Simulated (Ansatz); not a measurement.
How far each method lies from UCCSDT(Q) for [H···H···SiH3], doublet

Geometry: a point of a hydrogen-transfer path between rigid fragments, not a stationary point.

| atom | x (Å) | y (Å) | z (Å) |
| --- | --- | --- | --- |
| H | -2.7347 | 0.0000 | 0.0000 |
| H | -1.6197 | 0.0000 | 0.0000 |
| Si | 0.0973 | 0.0000 | 0.0000 |
| H | 0.5473 | -1.4163 | 0.0000 |
| H | 0.5473 | 0.7081 | -1.2265 |
| H | 0.5473 | 0.7081 | 1.2265 |

Basis cc-pVDZ; Ansatz 0.2.0. Correlated methods freeze the noble-gas cores, which leaves 9 electrons in 38 orbitals. R marks a restricted (for open shells ROHF) determinant, U an unrestricted one. Active spaces: valence = (9e, 9o) chosen from the atoms' valence shells; pair = (3e, 3o) about the gap.

Full CI isn't at hand for all of this; UCCSDT(Q) serves as the reference, and is uncertain by about the last step of the cluster series. The frozen core follows each run's orbitals, which can shift R against U totals by a few meV.

For open shells CISD is restricted-active-space CI with the open shells as a complete middle space.

The UHF ⟨S²⟩ is 0.785. The T1 diagnostic (RCCSD) is 0.0294. The largest doubles amplitude (RCCSD) is 0.047 and the T1 diagnostic (UCCSD) is 0.0175.

```csv
level,E − E(UCCSDT(Q)) (kJ/mol),share of correlation (%),wall time
RHF,449.8,0.00,–
UHF,429.7,4.48,–
RMP2,104.4,76.80,–
UMP2,103.9,76.91,–
CISD,37.0,91.78,1.1 s
RCCSD,10.8,97.60,–
UCCSD,10.4,97.70,–
RCCSD(T),2.3,99.48,0.93 s
UCCSD(T),2.4,99.48,0.87 s
BCCD(T),2.3,99.49,1.2 s
RCCSDT,0.3,99.94,–
UCCSDT,0.2,99.95,–
RCCSDT(Q),0.0,100.00,17 s
CASSCF (pair space),388.1,13.72,–
NEVPT2 (pair space),94.3,79.04,0.6 s
CASSCF (valence space),273.4,39.23,–
NEVPT2 (valence space),85.5,80.99,2.9 s
MRCISD (valence space),15.3,96.60,–
MRCISD+Q (valence space),2.0,99.55,4.9 s
```

The correlation energy at UCCSDT(Q), counted from RHF, is -4.662 eV. That run took 15 s on 1 thread of Arm Neoverse V1, shared host.

Times hold each run's SCF and search for its determinant on a shared host, so for small cases they say little of a method's own cost; they ran on 1 thread of Arm Neoverse V1.

Natural occupations of CASSCF (valence space) about the gap: 1.985 1.976 1.976 1.962 1.001 0.039 0.025 0.018 0.018; effectively unpaired electrons, Σ n²(2−n)², 1.02.
